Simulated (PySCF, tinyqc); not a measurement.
Inside a calculation. Method: RHF in the sto-6g basis, for H2O, spin multiplicity 1. The lowest restricted solution is unstable here: a spin-polarised one lies 0.0263 hartree lower (PySCF). One step of it, computed by the program tinyqc.

Question. Iteration 1: building the Fock matrix. J_ij = sum D_kl (ij|kl), K_ij = sum D_kl (ik|jl); F = H + J - 0.5 K; E = tr D H + tr D J / 2 - 0.25 tr D K + E_nn.

D at the start:
```
            1O 1s      1O 2s    1O 2px     1O 2py     1O 2pz      2H 1s      3H 1s
1O 1s    2.139101  -0.486915  0.000000   0.000000   0.008434  -0.012990  -0.012990
1O 2s   -0.486915   2.109053  0.000000   0.000000  -0.045612   0.058991   0.058991
1O 2px   0.000000   0.000000  1.307555   0.000000   0.000000   0.000000   0.000000
1O 2py   0.000000   0.000000  0.000000   1.222086   0.000000   0.115376  -0.115376
1O 2pz   0.008434  -0.045612  0.000000   0.000000   1.267503   0.071593   0.071593
2H 1s   -0.012990   0.058991  0.000000   0.115376   0.071593   0.994436   0.035757
3H 1s   -0.012990   0.058991  0.000000  -0.115376   0.071593   0.035757   0.994436
```

core Hamiltonian H = T + V (hartree):
```
             1O 1s      1O 2s     1O 2px     1O 2py     1O 2pz      2H 1s      3H 1s
1O 1s   -32.697211  -7.224384   0.000000   0.000000  -0.009120  -0.654437  -0.654437
1O 2s    -7.224384  -8.923138   0.000000   0.000000  -0.108186  -1.717167  -1.717167
1O 2px    0.000000   0.000000  -7.201455   0.000000   0.000000   0.000000   0.000000
1O 2py    0.000000   0.000000   0.000000  -7.266534   0.000000  -1.115331   1.115331
1O 2pz   -0.009120  -0.108186   0.000000   0.000000  -7.234166  -0.809114  -0.809114
2H 1s    -0.654437  -1.717167   0.000000  -1.115331  -0.809114  -3.750107  -0.411398
3H 1s    -0.654437  -1.717167   0.000000   1.115331  -0.809114  -0.411398  -3.750107
```

Two-electron integrals (ij|kl) in chemists' order, unique and non-zero (hartree):
```
(11|11) 4.787491    (21|11) 0.675884    (21|21) 0.121505    (22|11) 1.117379
(22|21) 0.249212    (22|22) 0.817383    (31|31) 0.025762    (32|31) 0.039145
(32|32) 0.180664    (33|11) 1.117381    (33|21) 0.249212    (33|22) 0.817382
(33|33) 0.880663    (41|41) 0.025762    (42|41) 0.039145    (42|42) 0.180664
(43|43) 0.047461    (44|11) 1.117381    (44|21) 0.249212    (44|22) 0.817382
(44|33) 0.785741    (44|44) 0.880663    (51|51) 0.025762    (52|51) 0.039145
(52|52) 0.180664    (53|53) 0.047461    (54|54) 0.047461    (55|11) 1.117381
(55|21) 0.249212    (55|22) 0.817382    (55|33) 0.785741    (55|44) 0.785741
(55|55) 0.880663    (61|11) 0.064534    (61|21) 0.011137    (61|22) 0.022399
(61|33) 0.022353    (61|41) 0.000445    (61|42) 0.000878    (61|44) 0.022445
(61|51) 0.000315    (61|52) 0.000623    (61|54) 0.000065    (61|55) 0.022399
(61|61) 0.001040    (62|11) 0.184844    (62|21) 0.041941    (62|22) 0.155979
(62|33) 0.153263    (62|41) 0.002748    (62|42) 0.021687    (62|44) 0.158686
(62|51) 0.001948    (62|52) 0.015375    (62|54) 0.003845    (62|55) 0.155989
(62|61) 0.003878    (62|62) 0.040069    (63|31) 0.004271    (63|32) 0.025265
(63|43) 0.004306    (63|53) 0.003053    (63|63) 0.005137    (64|11) 0.120050
(64|21) 0.027584    (64|22) 0.109218    (64|33) 0.104631    (64|41) 0.005772
(64|42) 0.038943    (64|44) 0.116669    (64|51) 0.001064    (64|52) 0.009697
(64|54) 0.005482    (64|55) 0.106353    (64|61) 0.002646    (64|62) 0.034053
(64|64) 0.033649    (65|11) 0.085111    (65|21) 0.019556    (65|22) 0.077431
(65|33) 0.074179    (65|41) 0.001064    (65|42) 0.009697    (65|44) 0.076608
(65|51) 0.005026    (65|52) 0.032140    (65|54) 0.006028    (65|55) 0.081506
(65|61) 0.001876    (65|62) 0.024142    (65|64) 0.020214    (65|65) 0.019468
(66|11) 0.380439    (66|21) 0.087860    (66|22) 0.375445    (66|33) 0.362975
(66|41) 0.006108    (66|42) 0.068497    (66|44) 0.387871    (66|51) 0.004331
(66|52) 0.048562    (66|54) 0.017650    (66|55) 0.375489    (66|61) 0.008157
(66|62) 0.133438    (66|64) 0.128589    (66|65) 0.091165    (66|66) 0.774999
(71|11) 0.064534    (71|21) 0.011137    (71|22) 0.022399    (71|33) 0.022353
(71|41) -0.000445   (71|42) -0.000878   (71|44) 0.022445    (71|51) 0.000315
(71|52) 0.000623    (71|54) -0.000065   (71|55) 0.022399    (71|61) 0.001023
(71|62) 0.003737    (71|64) 0.002362    (71|65) 0.001812    (71|66) 0.007824
(71|71) 0.001040    (72|11) 0.184844    (72|21) 0.041941    (72|22) 0.155979
(72|33) 0.153263    (72|41) -0.002748   (72|42) -0.021687   (72|44) 0.158686
(72|51) 0.001948    (72|52) 0.015375    (72|54) -0.003845   (72|55) 0.155989
(72|61) 0.003737    (72|62) 0.030255    (72|64) 0.018323    (72|65) 0.017731
(72|66) 0.078497    (72|71) 0.003878    (72|72) 0.040069    (73|31) 0.004271
(73|32) 0.025265    (73|43) -0.004306   (73|53) 0.003053    (73|63) 0.003679
(73|73) 0.005137    (74|11) -0.120050   (74|21) -0.027584   (74|22) -0.109218
(74|33) -0.104631   (74|41) 0.005772    (74|42) 0.038943    (74|44) -0.116669
(74|51) -0.001064   (74|52) -0.009697   (74|54) 0.005482    (74|55) -0.106353
(74|61) -0.002362   (74|62) -0.018323   (74|64) -0.007883   (74|65) -0.010567
(74|66) -0.045928   (74|71) -0.002646   (74|72) -0.034053   (74|74) 0.033649
(75|11) 0.085111    (75|21) 0.019556    (75|22) 0.077431    (75|33) 0.074179
(75|41) -0.001064   (75|42) -0.009697   (75|44) 0.076608    (75|51) 0.005026
(75|52) 0.032140    (75|54) -0.006028   (75|55) 0.081506    (75|61) 0.001812
(75|62) 0.017731    (75|64) 0.010567    (75|65) 0.013874    (75|66) 0.049390
(75|71) 0.001876    (75|72) 0.024142    (75|74) -0.020214   (75|75) 0.019468
(76|11) 0.039952    (76|21) 0.009166    (76|22) 0.037217    (76|33) 0.036404
(76|44) 0.037105    (76|51) 0.000649    (76|52) 0.006219    (76|55) 0.038142
(76|61) 0.000837    (76|62) 0.009533    (76|64) 0.007152    (76|65) 0.006481
(76|66) 0.034446    (76|71) 0.000837    (76|72) 0.009533    (76|74) -0.007152
(76|75) 0.006481    (76|76) 0.003026    (77|11) 0.380439    (77|21) 0.087860
(77|22) 0.375445    (77|33) 0.362975    (77|41) -0.006108   (77|42) -0.068497
(77|44) 0.387871    (77|51) 0.004331    (77|52) 0.048562    (77|54) -0.017650
(77|55) 0.375489    (77|61) 0.007824    (77|62) 0.078497    (77|64) 0.045928
(77|65) 0.049390    (77|66) 0.234446    (77|71) 0.008157    (77|72) 0.133438
(77|74) -0.128589   (77|75) 0.091165    (77|76) 0.034446    (77|77) 0.774999
```

nuclear repulsion = 6.36351846 hartree

Give: Coulomb J; exchange K; Fock matrix F; total energy of this density.

Answer.

Coulomb J (hartree):
```
          1O 1s   1O 2s  1O 2px   1O 2py  1O 2pz   2H 1s    3H 1s
1O 1s   17.0617  3.0024  0.0000   0.0000  0.0079  0.2779   0.2779
1O 2s    3.0024  7.8327  0.0000   0.0000  0.0985  1.5118   1.5118
1O 2px   0.0000  0.0000  7.8081   0.0000  0.0000  0.0000   0.0000
1O 2py   0.0000  0.0000  0.0000   7.8571  0.0000  1.0677  -1.0677
1O 2pz   0.0079  0.0985  0.0000   0.0000  7.8329  0.7744   0.7744
2H 1s    0.2779  1.5118  0.0000   1.0677  0.7744  4.0315   0.3718
3H 1s    0.2779  1.5118  0.0000  -1.0677  0.7744  0.3718   4.0315
```

exchange K (hartree):
```
         1O 1s   1O 2s  1O 2px   1O 2py  1O 2pz   2H 1s    3H 1s
1O 1s   9.9385  1.5285  0.0000   0.0000  0.0047  0.1611   0.1611
1O 2s   1.5285  2.5580  0.0000   0.0000  0.0466  0.6279   0.6279
1O 2px  0.0000  0.0000  1.6868   0.0000  0.0000  0.0000   0.0000
1O 2py  0.0000  0.0000  0.0000   1.7271  0.0000  0.3716  -0.3716
1O 2pz  0.0047  0.0466  0.0000   0.0000  1.7075  0.2773   0.2773
2H 1s   0.1611  0.6279  0.0000   0.3716  0.2773  0.9881   0.1597
3H 1s   0.1611  0.6279  0.0000  -0.3716  0.2773  0.1597   0.9881
```

Fock matrix F (hartree):
```
           1O 1s    1O 2s   1O 2px   1O 2py   1O 2pz    2H 1s    3H 1s
1O 1s   -20.6047  -4.9862   0.0000   0.0000  -0.0036  -0.4571  -0.4571
1O 2s    -4.9862  -2.3694   0.0000   0.0000  -0.0330  -0.5193  -0.5193
1O 2px    0.0000   0.0000  -0.2367   0.0000   0.0000   0.0000   0.0000
1O 2py    0.0000   0.0000   0.0000  -0.2730   0.0000  -0.2334   0.2334
1O 2pz   -0.0036  -0.0330   0.0000   0.0000  -0.2550  -0.1734  -0.1734
2H 1s    -0.4571  -0.5193   0.0000  -0.2334  -0.1734  -0.2126  -0.1194
3H 1s    -0.4571  -0.5193   0.0000   0.2334  -0.1734  -0.1194  -0.2126
```

total energy of this density = -75.464760 hartree

This density is the starting one; it is not idempotent, so its energy is not variational and may lie below the converged one.
